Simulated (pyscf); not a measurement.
`[F][Ge]([F])([F])[F]` + `[NH3]` -> `[FH]` + `[NH2][Ge]([F])([F])[F]` (four-centre exchange; singlet surface; F–Ge, H–N broken, F–H, Ge–N formed). Structures and frequencies: ωB97X-D3(BJ)/def2-SVP in PySCF. Energies in kJ/mol from the separated reactants.

```csv
level,barrier,reaction energy
ωB97X-D3(BJ)/def2-TZVP,___,+25.3
PBE/def2-TZVP,27.3,+32.6
r²SCAN/def2-TZVP,28.3,+34.7
PBE0-D3(BJ)/def2-TZVP,___,___
ωB97M-D3(BJ)/def2-TZVP,40.8,+28.2
HF/def2-TZVP,108.7,+34.0
```

Task: Complete the blanks.

Result: 
- ωB97X-D3(BJ)/def2-TZVP, barrier: 36.8
- PBE0-D3(BJ)/def2-TZVP, barrier: 29.0
- PBE0-D3(BJ)/def2-TZVP, reaction energy: +24.5

On the reactant side the descent ends in an adduct with a Ge–N contact, 87.3 kJ/mol under the separated species and 124.1 kJ/mol under the saddle at ωB97X-D3(BJ)/def2-TZVP. On the product side the descent ends in a complex, 22.6 kJ/mol under the separated species and 34.1 kJ/mol under the saddle at ωB97X-D3(BJ)/def2-TZVP. At PBE, r²SCAN the saddle lies under the separated products, which points to a path from their complex (located at ωB97X-D3(BJ) alone), and parting the products costs more than the saddle. What is counted as formed (Ge–N) is already present as a longer contact in the reactant adduct; forming that adduct is a step of its own. This is the saddle that the search found; another between the same sides may lie lower. Elements up to Kr have no core potential and no relativistic terms here.
